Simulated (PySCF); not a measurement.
**How does the mean 13C shielding change from PBE0/pcSseg-2 to wB97X-D/pcSseg-2?**

PySCF (NMR shieldings with GIAOs, density fitting), isolated neutral molecules in closed-shell states, PBE0-D3(BJ)/def2-TZVP geometries kept fixed through all settings. PBE0: 25 % exact exchange; wB97X-D: range-separated exact exchange.

Mean 13C shielding (ppm):

| molecule | PBE0/pcSseg-2 | wB97X-D/pcSseg-2 |
| --- | --- | --- |
| Cn1nccn1 | 76.5 | 75.3 |
| C[PH](C)=S | 163.3 | 163.4 |
| ClC1(Cl)CC1 | 145.3 | 145.9 |
| Cn1cncn1 | 68.5 | 67.2 |
| Cn1cnnc1 | 75.0 | ? |
| Cn1ccnn1 | 82.4 | 81.3 |
| [C-]#[N+]C#N | 35.7 | 34.9 |

**Question.** What should wB97X-D/pcSseg-2 give for `Cn1cnnc1`?

**Answer.** The functional change moves the other 6 molecules by -0.6 ppm on average (standard deviation 0.8), which puts `Cn1cnnc1` at 75.0 − 0.6 = 74.4 ppm. A straight line through the pairs, y = 1.013x − 1.86, gives 74.1 ppm. The run gave 73.7 ppm: the mean change misses by 0.7, the line by 0.4 ppm.

**Question.** Which of the two rules would one have trusted beforehand?

**Answer.** Leaving out each listed molecule in turn and predicting it from the rest, the mean change misses by 0.77 ppm on average and the line by 0.61; so the fitted line, and for `Cn1cnnc1` it was the closer one.

**Question.** How even is the effect, and which conclusions about the order would change?

**Answer.** Among the 6 molecules with both values given it runs from -1.3 ppm for `Cn1cncn1` to +0.6 ppm for `ClC1(Cl)CC1`; `Cn1cnnc1` moves by -1.3 ppm, inside this range. The change is not of one sign for all. No pair among the 6 changes order.

The figures describe these molecules alone; neither level is taken as the truth.
